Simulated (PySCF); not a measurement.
**Checking a proposed structure**

A compound C$_{4}$H$_{5}$NO gives the data below (simulated from a calculation) and was assigned the structure `Cc1ncco1`.

¹³C{¹H} NMR (computed): δ 121.8 (C), 26.7 (CH), 12.2 (CH2, 2C).

¹H NMR (400 MHz, computed): δ 2.08 (m, 1H), 0.70 (m, 2H), 0.56 (m, 2H).

- PBE0-D3(BJ)/def2-TZVP structure
- NMR shieldings at B97-2/pcSseg-2/GIAO
- run in PySCF
- no solvent, one averaged value for each set of equivalent atoms, one conformer, non-relativistic Hamiltonian

References, each an isolated molecule treated in the same way: ¹H (σ = 31.64 ppm), ¹³C (σ = 185.38 ppm) against TMS.

Q: Compare with the shifts computed for the proposed structure, pairing carbons in order of shift.

A: Atom-mapped SMILES (the numbers label the heavy atoms): `[CH3:1][c:2]1[n:3][cH:4][cH:5][o:6]1` (H(Xn): hydrogen on atom n).

| atom | computed for proposal | given list | difference |
| --- | --- | --- | --- |
| C2 | 168.6 | 121.8 | +46.8 |
| C5 | 144.4 | 26.7 | +117.7 |
| C4 | 135.4 | 12.2 | +123.2 |
| C1 | 16.0 | 12.2 | +3.8 |

The rms difference is 88.4 ppm and the largest +123.2 ppm at C4 (aromatic CH next to a ring nitrogen). The proposal also would give 4 carbon signals, not 3. The carbon types in order of shift don't match either: C, CH, CH, CH3 for the proposal against C, CH, CH2, CH2 in the data. The proposal doesn't fit.

Q: Which isomer fits?

A: Cyclopropyl Isocyanate.

- Carbon types of the structure: 1 × C, 1 × CH, 2 × CH2, which accounts for all hydrogens.
- δC 121.8: central carbon of a heterocumulene.
- δC 26.7, 12.2: three-membered-ring carbon.
- δH 2.08, 0.70, 0.56: hydrogen on a three-membered-ring carbon.

Other isomers checked: Cc1cocn1 (rms 89.5 ppm).

The shifts were computed for this structure.

Shifts are as computed. Against solution values, carbons near 30 ppm lie about +3 ppm off and those near 130 ppm about +7 ppm. Of 1211 compounds with measured shifts, 218 miss one by over three times the rms of a fit or turn the order of signals round; such compounds aren't used in these exercises. No couplings were computed; multiplicities are counted from neighbouring protons, with m where these are inequivalent, close in shift, in a saturated or five-membered ring or joined by F or P, and br s for small geminal =CH2 splittings.
